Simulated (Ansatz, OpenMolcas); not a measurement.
C3H3N (SMILES C=CC#N): from total energies to a heat of formation

C3H3N has 7 atoms, charge 0, and is taken as a singlet. As SMILES, `C=CC#N`. The coordinates come from a PBE0-D4/def2-TZVP relaxation.

Total energies at PBE0/6-311+G** (OpenMolcas 26.06); the atoms run unrestricted:

| species | state | energy (Eh) |
| --- | --- | --- |
| C3H3N | singlet | -170.665826 |
| C | triplet | -37.802971 |
| N | quartet | -54.540333 |
| H | doublet | -0.501038 |

Harmonic wavenumbers at PBE0-D4/def2-TZVP, in cm⁻¹: 238, 354, 585, 717, 893, 995, 1011, 1110, 1317, 1443, 1696, 2364, 3174, 3194, 3271.

Measured heats of formation of the gaseous atoms at 298.15 K, in kJ/mol: C 716.9, N 472.4, H 218.0. Take 1 Eh = 2625.50 kJ/mol, 1 cm⁻¹ = 0.0119627 kJ/mol, RT = 2.479 kJ/mol.

**Question.** What heat of formation follows?

**Answer.** 
1. Electronic atomisation energy: 3 × (-37.802971) + (-54.540333) + 3 × (-0.501038) − (-170.665826) = 1.213466 Eh = 3186.0 kJ/mol.
2. Zero-point energy: half the sum of the wavenumbers, 11181 cm⁻¹ = 133.8 kJ/mol.
3. Thermal vibrational enthalpy, Σ hcν̃/(exp(hcν̃/kT) − 1): 3.4 kJ/mol. Translation, rotation and pV of a non-linear molecule: 4 RT = 9.9 kJ/mol.
4. The 7 free atoms carry 5/2 RT each: 43.4 kJ/mol.
5. Spin-orbit coupling lowers the free atoms by 3 × 0.02 = 0.1 kJ/mol.
6. Atomisation enthalpy at 298 K: 3186.0 − 0.1 − 133.8 − 3.4 − 9.9 + 43.4 = 3082.2 kJ/mol.
7. Sum of the atoms' heats of formation: 3277.1 kJ/mol. Heat of formation: 3277.1 − 3082.2 = +194.9 kJ/mol.

The tabulated value is +180.6 kJ/mol (CRC Handbook of Chemistry and Physics), so this level is off by +14.3 kJ/mol, or 0.5 % of the atomisation enthalpy. Anharmonicity and any spin-orbit splitting of the molecule are left out.
